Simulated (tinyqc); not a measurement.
Extended Hueckel theory, for NH3-, step by step. The parameters take no account of the charge, which enters only through the electron count, and nothing here shows that the anion is bound. One step of it, computed by the program tinyqc.

Question. Mulliken analysis. P = C n C^T; charge = valence electrons (H 1, N 5) minus the sum of (P S)_ii on the atom; overlap population = 2 sum P_ij S_ij between two atoms.

coefficients:
```
              MO1        MO2        MO3        MO4        MO5        MO6        MO7
1N 2s    0.716285   0.000033   0.000000   0.146514   0.000000  -0.000495   1.403095
1N 2px  -0.000004   0.638725   0.000000   0.000019   0.000000   1.078817   0.000600
1N 2py   0.000000   0.000000   0.638848   0.000000   1.078291   0.000000   0.000000
1N 2pz   0.026227  -0.000020   0.000000   0.971715   0.000000   0.000121  -0.437782
2H 1s    0.166465   0.437216   0.000000  -0.050885   0.000000  -1.067106  -0.767202
3H 1s    0.166364  -0.218726   0.378713  -0.050864  -0.924206   0.534161  -0.765731
4H 1s    0.166364  -0.218726  -0.378713  -0.050864   0.924206   0.534161  -0.765731
```

occupations: 2.000000  2.000000  2.000000  2.000000  1.000000  0.000000  0.000000

overlap S:
```
           1N 2s     1N 2px     1N 2py     1N 2pz      2H 1s      3H 1s      4H 1s
1N 2s   1.000000   0.000000   0.000000   0.000000   0.520297   0.520052   0.520052
1N 2px  0.000000   1.000000   0.000000   0.000000   0.436932  -0.218563  -0.218563
1N 2py  0.000000   0.000000   1.000000   0.000000   0.000000   0.378227  -0.378227
1N 2pz  0.000000   0.000000   0.000000   1.000000  -0.156848  -0.156743  -0.156743
2H 1s   0.520297   0.436932   0.000000  -0.156848   1.000000   0.212620   0.212620
3H 1s   0.520052  -0.218563   0.378227  -0.156743   0.212620   1.000000   0.212677
4H 1s   0.520052  -0.218563  -0.378227  -0.156743   0.212620   0.212677   1.000000
```

Give: charges; Overlap populations.

Answer.

charges: 1N -1.123, 2H 0.238, 3H -0.057, 4H -0.057

Overlap populations:
```
pair      value
2-1    0.749024
3-1   -0.005062
3-2   -0.055577
4-1   -0.005062
4-2   -0.055577
4-3   -0.418885
```
